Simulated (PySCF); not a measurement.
Isomers of C4H5NS.

All values: PBE0/def2-SVPD (PySCF) at PBE0-D3(BJ)/def2-SVP geometries, gas phase, one conformer each. Core orbitals are frozen in the response; Δα² is half the sum of the squared differences of the principal polarisabilities.

Problem. Rank by HOMO–LUMO gap, lowest first.
A. `Nc1cccs1`
B. `Cc1cncs1` (5-methylthiazole)
C. `[CH3:1][C:2](=[S:3])[CH2:4][C:5]#[N:6]` with C1–C2–C4–C5 -39°

Solution. C (4.34 eV), A (5.66 eV), B (6.26 eV).

All values together:

```tsv
SMILES	μ (D)	HOMO (eV)	LUMO (eV)	α (Å³)	Δα (Å³)	ΔSCF removal energy (eV)
CC(=S)CC#N	2.23	-7.01	-2.68	10.86	5.95	–
Cc1cncs1	2.05	-7.08	-0.81	10.39	5.11	9.04
Nc1cccs1	1.71	-5.73	-0.07	10.81	5.78	7.65
Cc1cscn1	1.28	-7.05	-0.78	10.45	5.42	9.03
```

Conformers: `[CH3:1][C:2](=[S:3])[CH2:4][C:5]#[N:6]` with C1–C2–C4–C5 -39°.

A dash marks a removal energy that wasn't run or isn't settled.
